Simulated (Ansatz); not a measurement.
We consider zinc-blende HgTe, described by PBEsol (PAW; Ansatz, a program for electronic structure).

Settings: plane-wave cutoff 520 eV, 20×20×20 k mesh, Fermi–Dirac smearing 0.05 eV, perturbation theory, scalar-relativistic PAW data made under PBE.

Computed at the level's own relaxed cell.

```cif
data_HgTe
_chemical_formula_sum 'Hg1 Te1'
_space_group_name_H-M_alt 'P 1'
_space_group_IT_number 1
_cell_length_a 4.60268
_cell_length_b 4.60268
_cell_length_c 4.60268
_cell_angle_alpha 60.000
_cell_angle_beta 60.000
_cell_angle_gamma 60.000
loop_
_space_group_symop_operation_xyz
  'x, y, z'
loop_
_atom_site_label
_atom_site_type_symbol
_atom_site_fract_x
_atom_site_fract_y
_atom_site_fract_z
_atom_site_occupancy
Hg1 Hg 0.00000 0.00000 0.00000 1
Te1 Te 0.75000 0.75000 0.75000 1
```

Harmonic phonon frequencies (cm⁻¹; i marks an imaginary mode; at Γ without the LO shift):

```json
[
 {"q point": "Γ", "frequencies": "[?]"},
 {"q point": "X", "frequencies": "[?]"},
 {"q point": "L", "frequencies": "21 21 80 121 121 135"}
]
```

Complete the blanks.


- Γ, frequencies: 0 0 0 109 109 109
- X, frequencies: 19 19 90 127 132 132

Measured, for comparison: zone-centre TO phonon frequency 116 cm⁻¹ (temperature not stated, not corrected to a static lattice, Raman; as tabulated in Cardona et al. (2009), arXiv:0908.2634). Computed (rounded) less measured: zone-centre TO phonon frequency -6 %.

No imaginary mode appears at these points.

Note: the solid has no gap at this level, which affects its response.
